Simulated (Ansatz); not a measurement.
Mulliken charges of `F/C=C\CF` from PBE/def2-TZVPP in Ansatz (PBE0-D4/def2-TZVP geometry).

```tsv
atom	x (Å)	y (Å)	z (Å)	charge (e)
F1	-1.771	0.696	-0.764	-0.157
C2	-0.757	-0.084	-1.149	0.090
C3	0.270	-0.355	-0.364	-0.168
C4	0.440	0.155	1.019	0.084
F5	1.657	0.811	1.134	-0.206
H6	-0.889	-0.459	-2.157	0.098
H7	1.042	-1.001	-0.766	0.103
H8	0.450	-0.667	1.743	0.073
H9	-0.353	0.857	1.287	0.082
```

**Question.** By hand: the dipole of these point charges (1 e Å = 4.8032 D).

**Answer.** Σ q r = (-0.116, -0.338, -0.128) e Å, of length 0.380 e Å = 1.83 D.

**Question.** How does the dipole of the full density compare? (Estimate.)

**Answer.** The calculation gave: (-0.140, -0.308, -0.144) e Å, 1.77 D; the point charges give 1.03 times that, at 6° from its direction.

Point charges leave out the atoms' own dipoles, such as those of lone pairs, and Mulliken's split depends on the basis, so the close match here is no proof of good charges.
